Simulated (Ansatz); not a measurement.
# Worked example: correlation energy of B–CH$_{2}$, doublet

Geometry: a PBE0/def2-TZVP stationary point for this spin, not checked as a minimum.

```tsv
atom	x (Å)	y (Å)	z (Å)
B	0.0000	0.0000	0.8265
C	0.0000	0.0000	-0.5553
H	0.0000	-0.9252	-1.1237
H	0.0000	0.9252	-1.1237
```

Basis cc-pVDZ; Ansatz 0.2.0. Only valence electrons are correlated (noble-gas cores frozen), which leaves 9 electrons in 36 orbitals. Prefix R: restricted or restricted open-shell reference; prefix U: unrestricted.

Full CI isn't at hand for all of this; UCCSDT(Q) serves as the reference, and is uncertain by about the last step of the cluster series.

Unrestricted rows (U) aren't spin-pure: their determinants' ⟨S²⟩ exceeds S(S+1) by up to 0.17, so they mix in states of higher spin.

Runs differ by some tens of microhartree through their thresholds and, for an open shell, their frozen cores, so steps under 0.03 kcal/mol mean nothing.

```
    level  total energy (hartree)
      UHF              -63.585564
     UMP2              -63.762837
    UCCSD              -63.793683
 UCCSD(T)              -63.801287
   UCCSDT              -63.802538
UCCSDT(Q)              -63.803077
```

Question: What is the correlation energy at UCCSDT(Q), and what share of it do UMP2 and UCCSDT recover?

Answer: E(corr) = -63.803077 − (-63.585564) = -0.217513 hartree = -5.919 eV. UMP2: -0.177273 / -0.217513 = 81.50 %. UCCSDT: -0.216974 / -0.217513 = 99.75 %.

Question: By how many kcal/mol does UCCSD(T) miss UCCSDT(Q) (1 hartree = 627.509 kcal/mol), and which steps make up the rest?

Answer: -63.801287 − (-63.803077) = 0.001790 hartree = 1.12 kcal/mol. Steps: UCCSDT − UCCSD(T) = -0.79, UCCSDT(Q) − UCCSDT = -0.34 kcal/mol. Differences between like states or geometries often cancel part of this.
